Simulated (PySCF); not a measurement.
# Working with the constants of Si₂⁻

UHF-CCSD(T) constants of Si₂⁻, ²Πu (doublet), unpaired electrons π ↑ (Si def2-TZVPPD; no relativity (PySCF 2.14); masses 27.9769 and 27.9769 u):

```
ωe              : 546.7 cm⁻¹
ωexe            : 2.15 cm⁻¹
Be              : 0.25032 cm⁻¹
αe              : 0.00136 cm⁻¹
D (centrifugal) : 2.1e-07 cm⁻¹
```

**Question.** Give the vibrational terms G(v) and spacings up to v = 6.

**Answer.** G(v) = ωe(v+½) − ωexe(v+½)².

```json
{"v": "0", "G(v) (cm⁻¹)": "272.8", "G(v) − G(v−1)": "", "Bv (cm⁻¹)": "0.2496"}
{"v": "1", "G(v) (cm⁻¹)": "815.2", "G(v) − G(v−1)": "542.4", "Bv (cm⁻¹)": "0.2483"}
{"v": "2", "G(v) (cm⁻¹)": "1353.3", "G(v) − G(v−1)": "538.1", "Bv (cm⁻¹)": "0.2469"}
{"v": "3", "G(v) (cm⁻¹)": "1887.1", "G(v) − G(v−1)": "533.8", "Bv (cm⁻¹)": "0.2456"}
{"v": "4", "G(v) (cm⁻¹)": "2416.6", "G(v) − G(v−1)": "529.5", "Bv (cm⁻¹)": "0.2442"}
{"v": "5", "G(v) (cm⁻¹)": "2941.8", "G(v) − G(v−1)": "525.2", "Bv (cm⁻¹)": "0.2428"}
{"v": "6", "G(v) (cm⁻¹)": "3462.7", "G(v) − G(v−1)": "520.9", "Bv (cm⁻¹)": "0.2415"}
```

Correlated steps freeze 10 core orbitals. The state was picked by a PBE0 search and need not be the measured ground state.
